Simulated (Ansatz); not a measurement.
System: SiH3 (charge -1, singlet). Whether it binds its extra electron was not tested at this geometry. 
Geometry from a B3LYP-D3(BJ)/def2-TZVP (Ansatz, a program for electronic structure) optimisation:
```
Si
H 1 1.5441
H 1 1.5441 2 94.12
H 1 1.5441 2 94.12 3 -94.44
```
Charge -1, spin multiplicity 1.

Basis-set convergence of Hartree-Fock and CCSD(T) correlation energies (hartree) with Ansatz. Valence correlation only, unless marked. No spin-orbit coupling. Non-relativistic.

| basis | functions | E(HF) | E(corr, CCSD(T)) |
|---|---|---|---|
| aug-cc-pV(D+d)Z | 59 | -290.63753 | -0.16719 |
| aug-cc-pV(T+d)Z | 124 | -290.64823 | -0.19064 |
| aug-cc-pV(Q+d)Z | 227 | -290.65133 | -0.19691 |

Extrapolating the two largest sets (X = 3 and 4) as X^-3: E(corr) = (64·(-0.19691) - 27·(-0.19064))/37 = -0.2015 Eh, an estimate of the basis-set limit. The largest set recovers 97.7 % of it, the smallest 83.0 %.
